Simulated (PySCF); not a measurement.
Compound: C4H9F.
Cartesian coordinates in Å at the PBE0-D3(BJ)/def2-SVP level; atoms count from 1:
```xyz
14
C4H9F angstrom
C      1.252    0.014   -0.744
C      0.154   -0.070    0.302
C     -0.809   -1.211    0.025
C     -0.568    1.254    0.475
F      0.778   -0.355    1.519
H      0.833    0.234   -1.737
H      1.967    0.808   -0.482
H      1.798   -0.939   -0.799
H     -1.339   -1.057   -0.927
H     -1.553   -1.284    0.831
H     -0.264   -2.164   -0.030
H      0.148    2.046    0.740
H     -1.084    1.545   -0.452
H     -1.313    1.179    1.280
```

Computed, not measured: TDDFT wB97X-D/def2-SVPD, vertical, gas phase, core orbitals frozen in the response (PySCF 2.14.0, density-fitted response routines).

Kohn–Sham orbitals with the atoms that hold most of them (Löwdin shares over 4%, at most four atoms; ? is withheld):

```
orbital  ε (eV)                              atoms
 LUMO+2    3.32    C1 18%, C3 14%, H7 12%, H10 11%
 LUMO+1    3.32  C4 21%, H12 12%, H14 10%, H13 10%
   LUMO    2.26                                  ?
   HOMO  -11.12     F5 27%, C3 21%, C2 20%, C1 10%
 HOMO-1  -11.12     F5 27%, C2 20%, C4 18%, C1 15%
 HOMO-2  -12.37     C3 18%, C1 18%, C4 18%, H10 7%
 HOMO-3  -12.49      C1 21%, F5 21%, C3 17%, H6 9%
```

Problem. Give the leading atoms of the LUMO.

Solution. C4 (bonded to C and 3 H) 15%; C1 (bonded to C and 3 H) 15%; C3 (bonded to C and 3 H) 15%; H13 (bonded to C) 8%. By element: carbon 46% or more, hydrogen 8% or more.

Within 0.005 eV of a neighbour in this list lie HOMO-1/HOMO and LUMO+1/LUMO+2 (point group found: C3v); within a degenerate set the shares of single atoms can hang on how the components are chosen.

Problem. The HOMO–LUMO gap is 13.38 eV. Where does the response calculation put the lowest singlet, and from which orbitals?

Solution. S1 is at 9.23 eV (f = 0.060), 4.15 eV below the gap, made of HOMO-1/HOMO→LUMO (≥93%). S1/S2 lie within about 0.01 eV of each other. 

Next come S2 at 9.23 eV (f 0.060), HOMO-1/HOMO→LUMO (≥93%); S3 at 10.18 eV (f 0.062), HOMO-1/HOMO→LUMO+3 (≥85%); S4 at 10.19 eV (f 0.061), HOMO-1/HOMO→LUMO+3 (≥85%); S5 at 10.22 eV (f 0.0000), HOMO-2→LUMO (64%), HOMO-1/HOMO→LUMO+1/LUMO+2 (≥20%).

Orbitals of the list HOMO-3 to LUMO+2 that lie within 0.01 eV of each other are written together with a slash and their weights summed (≥ marks a lower bound); for degenerate orbitals outside that list single weights are arbitrary.

Löwdin shares depend on the basis, the more so with diffuse functions.
